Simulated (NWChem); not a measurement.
# P4 (SMILES P12P3P1P23) at 6 levels

Wanted: a comparison of 6 runs (HF/STO-3G, HF/3-21G, HF/def2-SVP, B2PLYP/3-21G, CAM-B3LYP/pcseg-1, CCSD/def2-SVPD) of P4. 

The calculation is run with NWChem 7.3.0.

**1. The system as given**

P4 has 4 atoms, charge 0, and is taken as a singlet. As SMILES, `P12P3P1P23`. Geometry: relaxed at PBE0-D4/def2-TZVP.

Bond lengths: P1–P2 2.184 Å, P1–P3 2.184 Å, P2–P3 2.184 Å, P1–P4 2.184 Å, P2–P4 2.184 Å, P3–P4 2.184 Å. Some angles: P1–P2–P3 60.0°, P1–P2–P4 60.0°, P3–P2–P4 60.0°, P2–P1–P3 60.0°, P2–P1–P4 60.0°, P3–P1–P4 60.0°, P1–P3–P2 60.0°, P1–P3–P4 60.0°, P2–P3–P4 60.0°, P1–P4–P2 60.0°.

**2. Energy and gradient at HF/STO-3G (run 1)**

struct.nw

```
start struct
memory total 2200 mb
charge 0
geometry units angstrom noautosym nocenter noautoz
 P    -0.724800   -0.100000    1.119400
 P     1.294900    0.109800    0.315700
 P    -0.185000   -1.091700   -0.749800
 P    -0.385100    1.081900   -0.685200
end
basis spherical bse
 P library STO-3G
end
scf
 singlet
 rhf
 thresh 1e-08
 maxiter 80
 print low
end
task scf gradient
```

On the command line:

```bash
nwchem struct.nw > struct.out
```

The program printed:

```text
[...]
  functions       =    36
[...]
  wavefunction    = RHF
[...]
         Total SCF energy =  -1347.649608985703
      One-electron energy =  -2531.734974847556
      Two-electron energy =    856.952917971421
 Nuclear repulsion energy =    327.132447890431
        Time for solution =      0.7s
[...]
                         RHF ENERGY GRADIENTS
    atom               coordinates                        gradient
                 x          y          z           x          y          z
   1 P      -1.369673  -0.188973   2.115359   -0.014926  -0.002063   0.023019
   2 P       2.447006   0.207492   0.596586    0.026683   0.002254   0.006502
   3 P      -0.349599  -2.063014  -1.416917   -0.003816  -0.022440  -0.015416
   4 P      -0.727733   2.044495  -1.294840   -0.007941   0.022250  -0.014105
 Task  times  cpu:        0.9s     wall:        0.9s
 Total times  cpu:        0.9s     wall:        0.9s
```

Wall time 1.5 s (1 thread of AMD EPYC 9R45 (Zen 5), shared host); peak memory 0.1 GiB.

**3. Energy and forces at HF/3-21G (run 2)**

work.nw

```
start work
title "P4"
memory stack 880 mb heap 220 mb global 1100 mb
charge 0
geometry units angstroms noautosym nocenter noautoz
   P     -0.724800    -0.100000     1.119400
   P      1.294900     0.109800     0.315700
   P     -0.185000    -1.091700    -0.749800
   P     -0.385100     1.081900    -0.685200
end
basis spherical bse
   P library 3-21G
end
scf
   thresh 1e-08
   maxiter 80
   print medium
end
task scf gradient
```

On the command line:

```bash
nwchem work.nw > work.out
```

The program printed:

```text
[...]
  functions       =    52
[...]
  wavefunction    = RHF
[...]
         Total SCF energy =  -1355.896780490755
      One-electron energy =  -2528.705287572517
      Two-electron energy =    845.676059191331
 Nuclear repulsion energy =    327.132447890431
        Time for solution =      1.0s
[...]
                         RHF ENERGY GRADIENTS
    atom               coordinates                        gradient
                 x          y          z           x          y          z
   1 P      -1.369673  -0.188973   2.115359    0.065367   0.009016  -0.100981
   2 P       2.447006   0.207492   0.596586   -0.116768  -0.009909  -0.028469
   3 P      -0.349599  -2.063014  -1.416917    0.016679   0.098493   0.067646
   4 P      -0.727733   2.044495  -1.294840    0.034721  -0.097599   0.061804
[...]
```

Wall time 1.8 s (1 thread of AMD EPYC 9R45 (Zen 5), shared host); peak memory 0.099 GiB.

**4. Energy and gradient at HF/def2-SVP (run 3)**

struct.xyz

```xyz
4

P     -0.724800    -0.100000     1.119400
P      1.294900     0.109800     0.315700
P     -0.185000    -1.091700    -0.749800
P     -0.385100     1.081900    -0.685200
```

struct.nw

```
start struct
memory 2200 mb

geometry units angstrom noautosym nocenter noautoz
 load struct.xyz
end

basis spherical bse
 * library def2-SVP
end

scf
 thresh 1e-08
 maxiter 80
 noprint "final vectors analysis"
end

task scf gradient
```

On the command line:

```bash
nwchem struct.nw > struct.out
```

The program printed:

```text
[...]
  functions       =    72
[...]
  wavefunction    = RHF
[...]
         Total SCF energy =  -1362.544458601728
      One-electron energy =  -2538.406204248531
      Two-electron energy =    848.729297756371
 Nuclear repulsion energy =    327.132447890431
        Time for solution =      2.8s
[...]
                         RHF ENERGY GRADIENTS
    atom               coordinates                        gradient
                 x          y          z           x          y          z
   1 P      -1.369673  -0.188973   2.115359    0.001645   0.000224  -0.002563
   2 P       2.447006   0.207492   0.596586   -0.002926  -0.000255  -0.000716
   3 P      -0.349599  -2.063014  -1.416917    0.000416   0.002507   0.001719
   4 P      -0.727733   2.044495  -1.294840    0.000866  -0.002476   0.001560
[...]
```

Run time: 4.2 s. Hardware: 1 thread of AMD EPYC 9R45 (Zen 5), shared host; peak memory 0.1 GiB.

Runs 4 to 5 aren't shown in full; the table further down has their settings and results.

**5. A single-point energy at CCSD/def2-SVPD (run 6)**

geom.nw

```
start geom
title "P4 energy"
memory 2200 mb

geometry units angstroms noautosym nocenter noautoz
  P    -0.724800   -0.100000    1.119400
  P     1.294900    0.109800    0.315700
  P    -0.185000   -1.091700   -0.749800
  P    -0.385100    1.081900   -0.685200
end

basis spherical bse
  * library def2-SVPD
end

scf
  thresh 1e-08
  maxiter 80
  print medium
end

ccsd
  freeze core 20
  maxiter 60
end

task ccsd energy
```

On the command line:

```bash
nwchem geom.nw > geom.out
```

The program printed:

```text
[...]
  functions       =    96
[...]
  wavefunction    = RHF
[...]
         Total SCF energy =  -1362.558475636819
      One-electron energy =  -2538.527409511573
      Two-electron energy =    848.836485984323
 Nuclear repulsion energy =    327.132447890431
        Time for solution =      7.8s
[...]
 Total MP2 energy:          -1363.037468350276185
[...]
             energy      energy      error      ampl     ampl      Block
                                                time     time      time
[...]
 Total CCSD energy:          -1363.059061967320304
[...]
```

Wall time 70 s (1 thread of AMD EPYC 9R45 (Zen 5), shared host); peak memory 0.18 GiB.

**6. The series**

```
run              level      task  iteration cap   energy (Eh)  largest force (eV/Å)  wall time
  1          HF/STO-3G  gradient             80  -1347.649609                 1.417      1.5 s
  2           HF/3-21G  gradient             80  -1355.896780                 6.204      1.8 s
  3        HF/def2-SVP  gradient             80  -1362.544459                 0.158      4.2 s
  4       B2PLYP/3-21G    energy            100  -1357.772193                     –      3.9 s
  5  CAM-B3LYP/pcseg-1  gradient            100  -1365.411859                 0.326       27 s
  6     CCSD/def2-SVPD    energy             80  -1363.059062                     –       70 s
```

**7. Results**

| quantity | value |
| --- | --- |
| run 6: total energy | -1363.05906 Eh |
| run 6: HOMO energy (Hartree–Fock orbitals) | -9.76 eV |
| run 6: LUMO energy (Hartree–Fock orbitals) | 2.41 eV |
| run 6: HOMO–LUMO gap (Hartree–Fock orbitals) | 12.17 eV |
| run 6: correlation energy (20 core orbitals frozen) | -500.6 mEh |

Over runs 2, 4, 5 the HOMO–LUMO gap runs from 9.20 eV (CAM-B3LYP/pcseg-1) to 12.52 eV (HF/3-21G). The two ends differ in method and basis. Totals of different functionals can't be ranked against each other. In run 1 the basis is minimal, so the values are rough. All runs together took 1.8 min, the longest 70 s.
